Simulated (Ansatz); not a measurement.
This Ansatz (an electronic-structure program) input (B3LYP/def2-QZVP) gives -100.49963 Eh with 87 basis functions. A basis named .json is the Basis Set Exchange file of that set (core-valence sets with the plain set on hydrogen).

Ansatz 0.2 input:
```yaml
crystal:
  periodic: [false, false, false]
  atoms:
    - {symbol: F, position_ang: [-0.00000000, -0.00000000, -0.09245367]}
    - {symbol: H, position_ang: [0.00000000, 0.00000000, 0.83208299]}
basis:
  gaussian:
    orbitals: def2-QZVP.json
hamiltonian:
  xc: {name: B3LYP}
magnetization: {spin_polarized: false}
```

Change:
```diff
- orbitals: def2-QZVP.json
+ orbitals: def2-TZVPPD.json
```

Question: What does the run give now?

Answer: -100.49520 Eh (B3LYP/def2-TZVPPD, 57 functions), a change of +4.43 mEh.
